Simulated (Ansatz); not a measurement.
Cost and result for the atomization energy of `C=CC1=CC1` (11 atoms, 11 bonds).

```xyz
11

C     1.577    0.367   -1.110
C     1.089    0.513    0.122
C    -0.210    0.053    0.495
C    -1.160   -0.109    1.362
C    -1.441   -0.635   -0.010
H     0.991   -0.117   -1.884
H     2.565    0.723   -1.374
H     1.681    0.998    0.894
H    -1.545    0.015    2.359
H    -1.419   -1.711   -0.190
H    -2.128   -0.095   -0.665
```

Total charge 0; spin multiplicity 1. Geometry: relaxed with PBE0-D4/def2-TZVP. It is one conformer, not always the lowest. Program: Ansatz. All runs use 2 threads of an Intel Xeon 6975P-C on a shared host. Times are those of one run each, without the atoms' runs, and a repeat can differ threefold. Electronic energies, without spin–orbit coupling; frozen cores. CCSD(T)/CBS adds CCSD(T) − MP2 in def2-TZVPP to the MP2 limit, and its time is that of the two runs behind it. T1 = 0.011; the RHF reference is unstable towards UHF. B3LYP takes the VWN-RPA correlation (the form of Gaussian; ORCA's B3LYP/G).

CCSD(T)/CBS is a level of theory with its own doubt, some kJ/mol a heavy atom from the limit and from the frozen cores, so smaller differences don't rank the functionals.

```tsv
level	functions	wall time
BLYP-D4/def2-TZVPP	239	2.4 s
PBE-D4/def2-TZVPP (with forces)	239	3.7 s
BHLYP-D4/def2-TZVPP	239	3.9 s
CAM-B3LYP-D4/def2-TZVPP	239	4 s
r2SCANh-D4/def2-TZVPP	239	4.8 s
B3LYP-D4/def2-TZVPP (with forces)	239	4.9 s
CCSD(T)/def2-SVP	100	7 s
B2PLYP/def2-TZVPP	239	8 s
PBE-QIDH/def2-TZVPP	239	8.5 s
ωB97M-V/def2-TZVPP (with forces)	239	12 s
MP2/def2-QZVPP	465	41 s
CCSD(T)/def2-TZVPP	239	3.5 min
CCSD(T)/CBS(def2)	–	4.2 min
```

Question: What atomization energy does each give, and how far from CCSD(T)/CBS? (Best estimate.)

Answer: Computed: 
```
                            level  atomization (kcal/mol)  difference from CCSD(T)/CBS  per bond
               BLYP-D4/def2-TZVPP                  1135.7                          6.3       0.6
  PBE-D4/def2-TZVPP (with forces)                  1172.5                         43.1       3.9
              BHLYP-D4/def2-TZVPP                  1099.3                        -30.1      -2.7
          CAM-B3LYP-D4/def2-TZVPP                  1136.8                          7.4       0.7
            r2SCANh-D4/def2-TZVPP                  1132.7                          3.3       0.3
B3LYP-D4/def2-TZVPP (with forces)                  1135.4                          6.0       0.5
                 CCSD(T)/def2-SVP                  1090.7                        -38.7      -3.5
                B2PLYP/def2-TZVPP                  1124.7                         -4.7      -0.4
              PBE-QIDH/def2-TZVPP                  1135.6                          6.2       0.6
 ωB97M-V/def2-TZVPP (with forces)                  1135.3                          5.9       0.5
                   MP2/def2-QZVPP                  1142.7                         13.3       1.2
               CCSD(T)/def2-TZVPP                  1103.2                        -26.2      -2.4
                CCSD(T)/CBS(def2)                  1129.4                          0.0       0.0
```

From r2SCAN to r2SCAN0 (25 % exact exchange), in def2-TZVPP and without D4, the atomization energy moves by −16.8 kcal/mol: exact exchange takes away binding that semilocal exchange gives to molecules. The D4 term adds +7.4 kcal/mol with B3LYP and +3.9 kcal/mol with PBE0; it sums over pairs of atoms, weighted by their polarisabilities, and B3LYP, whose exchange is more repulsive, gets the larger term. In def2-TZVPP, CCSD(T) changes the Hartree–Fock value by +270.3 kcal/mol (the triples alone add +19.5 kcal/mol) and MP2 by +294.5 kcal/mol; breaking electron pairs costs correlation energy, which Hartree–Fock lacks.
